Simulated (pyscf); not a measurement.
This saddle point was located with ωB97X-D3(BJ)/def2-SVP in PySCF.

```
O
H 1 1.1330
F 2 1.2963 1 120.58
H 1 1.1331 2 63.84 3 0.01
Al 1 1.7254 2 148.15 4 -179.81
H 5 1.5744 1 116.43 2 -0.16
H 5 1.5744 6 127.14 1 180.00
```

Surface: singlet, charge 0. Lowest wavenumbers (cm⁻¹): 2021i, 63, 136, 375, 512.

Question: Name the species on either side of this saddle.

Answer: HO–AlH₂ + hydrogen fluoride (HF) ⇌ HO–AlH₂ + hydrogen fluoride (HF), a four-centre exchange read from left to right: H–O, F–H broken and H–O, F–H formed. At CCSD(T)/def2-TZVPP + ΔMP2(QZVPP) it lies +34.1 kcal/mol from the left side and +34.1 kcal/mol from the right (each side as separated species at their lowest minima found). On the reactant side the descent ends in a bound adduct, 10.1 kcal/mol under the separated species and 41.2 kcal/mol under the saddle at ωB97X-D3(BJ)/def2-TZVP. On the product side the descent ends in a bound adduct, 10.0 kcal/mol under the separated species and 41.2 kcal/mol under the saddle at ωB97X-D3(BJ)/def2-TZVP. At ωB97X-D3(BJ) the barrier from the zero used here is 31.1 kcal/mol. One saddle was located; it need not be the lowest between these sides. The CCSD(T) − MP2 part came from Ansatz, without density fitting, on the same reference.
